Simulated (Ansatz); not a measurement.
Basis-set extrapolation for C6H10 (`C#CCCCC`) (PBE0-D4/def2-TZVP geometry, frozen core, Ansatz 0.2.0). Multiplicity 1, RHF reference.

|  | def2-TZVPP | def2-QZVPP |
| --- | --- | --- |
| HF | -233.057559 | -233.068084 |
| MP2 correlation | -1.002344 | -1.065124 |
| CCSD(T) correlation | -1.100397 | not run |

Energies in hartree. Use E(X) = E(∞) + A·exp(−7.88·√X) for Hartree–Fock and E(X) = E(∞) + B·X^(−2.97) for correlation, with X = 3 and 4, and add CCSD(T) minus MP2 of the smaller set to the MP2 limit.

Problem. What is the CCSD(T) energy at the basis-set limit?

Solution. HF limit: -233.068084 + (-0.010525) × 0.13774 = -233.06953. MP2 limit: -1.065124 + (-0.062780) × 0.74074 = -1.11163. Higher-order term: -1.100397 − (-1.002344) = -0.09805. Total: -234.27921 hartree, 318.4 kJ/mol below CCSD(T)/def2-TZVPP.
